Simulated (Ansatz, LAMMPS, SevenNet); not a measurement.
# Elastic constant C12 of rock-salt LiF: levels of theory against measurement

Reference value: 42.4 GPa (measured, 0 K, zero-point motion not removed; as tabulated in Harker's crystal data pages).

```
level (code)                                  value (GPa)  cell (Å³/atom)  difference (%)
--------------------------------------------  -----------  --------------  --------------
ionic model catlow1977 (shell model, LAMMPS)         69.3            7.50             +63
SevenNet-l3i5                                        39.8            8.52            -6.1
PBE (Ansatz)                                         46.5            8.42            +9.7
r²SCAN (Ansatz)                                      46.8            7.94           +10.4
B3LYP (VWN-RPA form) (Ansatz)                        51.8            8.14             +22
```

The levels aren't ranked against this reference (one secondary page as the only source).

The reference isn't brought to a static lattice, while the calculations are for one, so the differences are not the levels' errors alone.  Each level is taken at its own relaxed cell. Cutoffs differ between the levels. Ansatz's density-functional and Hartree–Fock values are scalar-relativistic unless marked +SOC, with PAW data made under PBE.

Empirical potentials (ionic model catlow1977) are fitted to chosen data: where that held the value shown, agreement is built in, and what lay outside the fit can be far off. Machine-learned potentials (SevenNet-l3i5) are trained on DFT data: a solid inside that data is no test of them.

Differences are worked out from the printed values.

Ansatz is a first-principles code.
